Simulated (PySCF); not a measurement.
# The bond of AlS, level by level

One job finds the state of AlS, follows it along the bond with each method and fits the curves.

Program: PySCF 2.14.0. Level of theory: Al x2c-TZVPPall, S x2c-TZVPPall, spin-free X2C with a Gaussian nucleus. These are calculated values, not measurements.

## Step 1: The job

Settings of the job:

```
atoms                         : Al, S
charge                        : 0
basis                         : Al x2c-TZVPPall, S x2c-TZVPPall
Hamiltonian                   : spin-free X2C with a Gaussian nucleus
basis functions               : 84
electrons treated             : 29
masses in u                   : 26.9815, 31.9721
levels                        : PBE0, PBE, r²SCAN, PBEsol, PW91, M06-L, BLYP, CAM-B3LYP, HF, MP2, SCS-MP2, CCSD, CCSD(T)
grid                          : 80 radial by 434 angular points
occupations                   : held fixed by the projection of orbital angular momentum
dissociation limit            : Al + S, each in its ground configuration
starting distance in angstrom : 2.180
values of 2S to try           : 1, 3
```

On the command line:

```
> OMP_NUM_THREADS=1 python dia.py task.json out
```

After this run come: The PBE0 curve of the state that the search chose; Higher solutions at PBE0; PBE (GGA); r²SCAN (meta-GGA); PBEsol; PW91 (GGA); M06-L (meta-GGA); BLYP (GGA); CAM-B3LYP (range-separated hybrid); UHF (mean field); Adding correlation.

What does the calculation give? Wanted: for each run, Re; ωe; De; μ.

The runs gave:

Lowest PBE0 solution found, without spin–orbit coupling: ²Σ⁺ (doublet), unpaired electrons σ ↑. State 2 has its PBE0 minimum 0.58 eV higher. State 3 has its PBE0 minimum 2.89 eV higher. The other levels ran on the lowest alone.

```csv
level,Re (Å),ωe (cm⁻¹),De (eV),μ (D)
UHF,2.020,607,2.50,-4.69
UHF-SCS-MP2,2.029,690,4.02,n/a
UHF-CCSD,2.042,598,3.70,n/a
UHF-CCSD(T),2.046,613,3.95,n/a
PBE,2.049,599,4.43,-3.43
PBEsol,2.040,610,4.72,-3.47
PW91,2.047,600,4.46,-3.44
BLYP,2.064,574,4.17,-3.40
r²SCAN,2.031,629,4.45,-3.77
M06-L,2.025,635,4.47,-3.80
PBE0,2.031,619,4.21,-3.78
CAM-B3LYP,2.029,608,3.99,-3.87
```

De is counted to Al + S in their ground configurations. A positive dipole means Al(−)S(+). No constants: UHF-MP2 (the points don't follow one smooth fit).

Differences from CCSD(T) in the same basis:

```csv
level,Re (mÅ),ωe (%)
UHF,-27,-1.0
UHF-SCS-MP2,-17,+12.6
UHF-CCSD,-4,-2.3
PBE,+3,-2.3
PBEsol,-6,-0.4
PW91,+1,-2.1
BLYP,+17,-6.3
r²SCAN,-15,+2.6
M06-L,-22,+3.6
PBE0,-15,+1.0
CAM-B3LYP,-17,-0.8
```

In words: Judged by CCSD(T) in the same basis: best bond length PW91 (+1 mÅ), worst UHF (-27 mÅ); best wavenumber PBEsol (-0.4 %), worst UHF-SCS-MP2 (+12.6 %). PBE gives a bond that is too long and too soft, as GGAs tend to. Of the levels with a De here, UHF gives the least (2.50 eV) and PBEsol the most (4.72 eV).

Correlated steps freeze 10 core orbitals.
